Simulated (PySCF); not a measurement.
These are ωB97X-D3(BJ)/def2-TZVP // PBE0-D3(BJ)/def2-TZVP (PySCF) values and carry that method's errors. Isolated molecules, 0 K electronic values unless said otherwise. 

Reference species (SMILES): `[NH2]` (neutral, multiplicity 2).

```
Quantity       Result
-------------  ------
dipole moment  1.97 D
```

Changed species: `[Br][Al][Br]` (radical fragment; the reference has radical fragment).

Q: Give the shifts of the dipole moment.

A: the dipole moment falls by 0.57 D, to 1.40 D.
